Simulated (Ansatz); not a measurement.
Input file for Ansatz (a quantum-chemistry and plane-wave program): R-B97M-V/def2-TZVPPD on HF (SMILES F) with ghost functions. Files ending in .json are basis or fitting sets from the Basis Set Exchange.

Ansatz 0.2 input:
```yaml
crystal:
  periodic: [false, false, false]
  atoms:
    - {symbol: F, position_ang: [1.32373600, -0.09022600, -0.00000700]}
    - {symbol: H, position_ang: [1.74043700, 0.73339000, 0.00001300]}
basis:
  gaussian:
    orbitals: def2-TZVPPD.json
    ghost_atoms:
      - {symbol: F, position_ang: [-1.45719500, 0.01925700, -0.00001100]}
      - {symbol: H, position_ang: [-0.53931000, -0.09466400, 0.00014500]}
hamiltonian:
  xc: {name: B97M-V}
scf: {lower_state_search: off}
```

The log:

```
WARN ansatz: RAYON_NUM_THREADS=1 ignored (pool sized by the plan → 1); use --threads N
Functional definition: B97M-V
these checks for a lower state are left out or cut short: stability, starts, cluster_reference, orbital_swaps, neighbouring_geometries, increment
integrals: 0.02 GiB planned
500 factors; their error is unknown
mean field: 0.27 GiB planned
mean field evaluation 1: about -2731.9331 eV, gradient 3.3e1 eV
mean field evaluation 2: about -2728.8129 eV, gradient 5.7e1 eV
mean field evaluation 4: about -2733.4595 eV, gradient 3.3e-1 eV
mean field evaluation 8: about -2733.4586 eV, gradient 7.4e-4 eV
mean field -2733.45864123 eV, -100.4527522605 hartree, gradient 1.8e-6 eV, S^2 0.000000; 0 other end points of the search recorded, 0 dependent functions left out
reference -2733.45869236 eV, -100.4527541394 hartree; 5, 5 occupied and 109, 109 virtual orbitals, 500 factors
Total energy: -2733.45869236 eV, -100.4527541394 hartree
Checks for a lower state left out: stability, starts, cluster_reference, orbital_swaps, neighbouring_geometries, increment
```

The calculation finished and met its thresholds.

Cost: roughly 1.2 core-seconds.
